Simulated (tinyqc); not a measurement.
Ways to converge the cycle: SCF convergence aids in the sto-6g basis, for CH4, spin multiplicity 1. Computed by the program tinyqc with PySCF. Command: `OMP_NUM_THREADS=1 python tinyqc.py 114393 114394 out.jsonl`; one thread of a shared host (Intel(R) Xeon(R) Processor @ 2.60GHz), about 2 s.

Geometry (angstrom):

| atom | x | y | z |
|---|---|---|---|
| C | 0.0000 | 0.0000 | 0.0000 |
| H | 0.5980 | 0.5980 | 0.5980 |
| H | 0.5980 | -0.5980 | -0.5980 |
| H | -0.5980 | 0.5980 | -0.5980 |
| H | -0.5980 | -0.5980 | 0.5980 |

lowest restricted solution found by these runs and by PySCF = -40.104074 hartree

RHF with one setting changed at a time; a run stops when the energy changes by less than 1e-09 hartree and the error matrix is below 1e-5. The start is random orbitals. Damping d keeps d of the old density; a shift (hartree) raises the virtual levels; DIIS n extrapolates F over n matrices.

Largest element of the error matrix X^T (FDS - SDF) X:

| iteration | plain | damping 0.3 | damping 0.6 | shift 0.4 | DIIS 3 | DIIS 8 |
|---|---|---|---|---|---|---|
| 1 | 8.2e+00 | 8.2e+00 | 8.2e+00 | 8.2e+00 | 8.2e+00 | 8.2e+00 |
| 2 | 3.7e-01 | 2.5e+00 | 4.9e+00 | 5.2e-01 | 3.7e-01 | 3.7e-01 |
| 3 | 8.5e-02 | 8.2e-01 | 2.9e+00 | 2.4e-01 | 8.5e-02 | 8.5e-02 |
| 4 | 1.9e-02 | 2.7e-01 | 1.8e+00 | 1.0e-01 | 1.9e-02 | 1.9e-02 |
| 5 | 5.9e-03 | 8.9e-02 | 1.1e+00 | 4.5e-02 | 2.3e-03 | 2.1e-03 |
| 6 | 1.8e-03 | 3.0e-02 | 6.8e-01 | 2.1e-02 | 3.7e-04 | 2.3e-04 |
| 8 | 1.8e-04 | 5.1e-03 | 2.6e-01 | 4.9e-03 | 6.5e-06 | 1.2e-06 |
| 10 | 1.8e-05 | 1.4e-03 | 9.8e-02 | 1.1e-03 | - | - |
| 14 | - | 1.0e-04 | 1.4e-02 | 5.7e-05 | - | - |
| 20 | - | 2.0e-06 | 1.0e-03 | - | - | - |
| 30 | - | - | 4.1e-05 | - | - | - |
| 45 | - | - | 3.3e-07 | - | - | - |

How each run ends:

| run | iterations | E (hartree) | state |
|---|---|---|---|
| plain | 11 | -40.10407 | lowest found |
| damping 0.3 | 22 | -40.10407 | lowest found |
| damping 0.6 | 46 | -40.10407 | lowest found |
| shift 0.4 | 17 | -40.10407 | lowest found |
| DIIS 3 | 9 | -40.10407 | lowest found |
| DIIS 8 | 8 | -40.10407 | lowest found |

6 of 6 runs reach the lowest restricted solution found, in 8 to 46 iterations (fastest: DIIS 8). Plain steps already contract here, so damping only slows them. DIIS 3 and DIIS 8 gain by cancelling the error over several earlier matrices, much as a quasi-Newton step does.
